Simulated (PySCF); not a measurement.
A PySCF script (with the pyscf-properties extension) for the NMR shieldings of SMILES CCCCCl, C₄H₉Cl, on a PBE0-D3(BJ)/def2-SVP geometry:

```python
import basis_set_exchange as bse
import numpy as np
from pyscf import gto, dft
from pyscf.prop import nmr

atoms = """
C    -1.958057   -0.076198   -0.299382
C    -0.479265   -0.046609   -0.651859
C     0.420433    0.040352    0.575222
C     1.889082    0.069392    0.212916
Cl    2.928548    0.179902    1.665625
H    -2.198312   -0.941208    0.339058
H    -2.587036   -0.141356   -1.199717
H    -2.255017    0.830876    0.250679
H    -0.218812   -0.948507   -1.233625
H    -0.273486    0.810101   -1.317683
H     0.233049   -0.816993    1.243539
H     0.178200    0.944695    1.158619
H     2.131771    0.936287   -0.418539
H     2.190157   -0.840643   -0.325882
"""
names = dict.fromkeys(["C", "Cl", "H"], "pcSseg-1")
basis = {el: gto.basis.parse(bse.get_basis(n, elements=[el], fmt="nwchem")) for el, n in names.items()}
mol = gto.M(atom=atoms, basis=basis, charge=0, verbose=0)
mf = dft.RKS(mol, xc="PBE0")
mf.grids.level = 2
mf.grids.alignment = dft.numint.BLKSIZE   # the property module wants whole blocks of grid points
mf.conv_tol = 1e-9
mf.kernel()

calc = nmr.RKS(mf)   # GIAO
C = mf.mo_coeff
Co = C[:, mf.mo_occ > 0]
resp = mf.gen_response(singlet=True, hermi=2)
def vind(x):   # induced exchange potential for any number of trial vectors
    d = np.einsum("pi,xij,qj->xpq", C, 2 * x.reshape(-1, C.shape[1], Co.shape[1]), Co, optimize=True)
    return np.einsum("xpq,pi,qj->xij", resp(d - d.transpose(0, 2, 1)), C, Co, optimize=True).ravel()
mo1, _ = nmr.rhf.solve_mo1(calc, with_cphf=vind)
sigma = calc.kernel(mo1)
for i, s in enumerate(sigma):   # ppm
    w = np.linalg.eigvalsh((s + s.T) / 2)
    print("%2d %-2s iso %8.1f  s11 %8.1f  s22 %8.1f  s33 %8.1f" % (i, mol.atom_pure_symbol(i), w.mean(), *w))
```

Problem. What are the results?

Solution. 
```
 0 C  iso    168.3  s11    157.1  s22    161.9  s33    185.9
 1 C  iso    160.4  s11    150.1  s22    158.8  s33    172.2
 2 C  iso    145.0  s11    118.9  s22    141.4  s33    174.8
 3 C  iso    134.9  s11    103.3  s22    133.4  s33    167.9
 4 Cl iso    850.1  s11    671.8  s22    787.9  s33   1090.6
 5 H  iso     30.3  s11     26.2  s22     28.5  s33     36.2
 6 H  iso     30.0  s11     25.5  s22     27.3  s33     37.4
 7 H  iso     30.3  s11     26.2  s22     28.5  s33     36.2
 8 H  iso     30.2  s11     25.2  s22     30.2  s33     35.3
 9 H  iso     30.2  s11     25.2  s22     30.2  s33     35.2
10 H  iso     29.8  s11     25.3  s22     31.2  s33     33.0
11 H  iso     29.8  s11     25.3  s22     31.2  s33     32.9
12 H  iso     28.1  s11     22.0  s22     29.0  s33     33.2
13 H  iso     28.1  s11     22.0  s22     29.0  s33     33.2
```

These numbers come from an equivalent density-fitted implementation of the same equations, which agrees with the script to about 0.01 ppm for H and up to a few tenths of a ppm for heavy atoms, so last digits may differ.

Problem. Turn these shieldings into chemical shifts. Shifts are taken against calculated references (same method and geometry level): $^{13}$C (σref 184.41), $^{1}$H (σref 31.27) against TMS; $^{35}$Cl (σref 943.27) against HCl.

Solution. Averaging equivalent atoms: C 3: 49.5; C 2: 39.4; C 1: 24.0; C 0: 16.1; Cl 4: 93; H 12/13: 3.20; H 10/11: 1.45; H 8/9: 1.06; H 5/6/7: 1.04 ppm. 

Size and cost of the density-fitted run: 137 basis functions, 8.8 s wall time on 1 thread of an x86-64 server CPU, shared host.
